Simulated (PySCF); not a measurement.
All values below come from TPSSh-D3(BJ)/def2-TZVP // PBE-D3(BJ)/def2-SVP run with PySCF. Isolated molecules, 0 K electronic values unless said otherwise. 

Reference species (SMILES): `[OH]` (neutral, multiplicity 2).

```json
{
  "dipole_moment": "1.75 D"
}
```

Changed species: `[CH3]` (free radical CH3; the reference has free radical OH).

Predict the effect on the dipole moment.

the dipole moment decreases by 1.75 D, to 0.00 D.
